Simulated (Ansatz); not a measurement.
**CCSD(T) against full CI for several species**

Each species is computed at the geometry given (Å), with frozen cores, in Ansatz 0.2.0: RHF-CCSD(T) for singlets, UHF-CCSD(T) otherwise, and full CI in the same basis. The program picks the determinant by trial CCSD, so it needn't be the lowest Hartree–Fock solution. States: HCP singlet Σ⁺ or Δ, CO⁺ doublet Σ⁺ or Δ, CN doublet Σ⁺ or Δ, CH3 doublet B1. Cases whose determinant has another symmetry than full CI's state, or whose (Q) step broke down, weren't drawn.

Problem. Judging by size, spin and bonding, rank them by the size of CCSD(T)'s error in total energy against full CI in the same basis, smallest first (an estimate).
A. HCP, singlet, 6-31G: C 0.000 0.000 0.078; P 0.000 0.000 -1.453; H 0.000 0.000 1.375
B. CN, doublet, 6-31G: N 0.000 0.000 0.000; C 0.000 0.000 1.339
C. CH₃, doublet, 6-31G: C 0.000 0.000 0.000; H 1.080 0.014 0.000; H -0.552 0.928 -0.003; H -0.528 -0.942 0.003
D. CO⁺, doublet, 6-31G: O 0.000 0.000 0.000; C 0.000 0.000 1.196

Solution. C (8.2 meV), A (43.6 meV), D (157.8 meV), B (201.8 meV).

```
     species  basis  correlated electrons  CCSD(T) − full CI (meV)  CCSDT(Q) − full CI (meV)  unpaired electrons (full CI)     T1  ⟨S²⟩ of the determinant
CH3, doublet  6-31G                     7                      8.2                      -0.1                          1.02  0.006                     0.76
HCP, singlet  6-31G                    10                     43.6                       0.1                          0.18  0.015                     0.00
CO⁺, doublet  6-31G                     9                   157.8*                     -21.4                          1.17  0.090                     1.37
 CN, doublet  6-31G                     9                   201.8*                      30.6                          1.28  0.134                     1.88
```

Unpaired electrons are Σ n²(2−n)² over natural occupations; an open shell counts its own unpaired electrons too. Frozen cores follow each run's orbitals, which moves totals by a few meV. An asterisk marks runs whose energy the program itself flagged as in doubt.
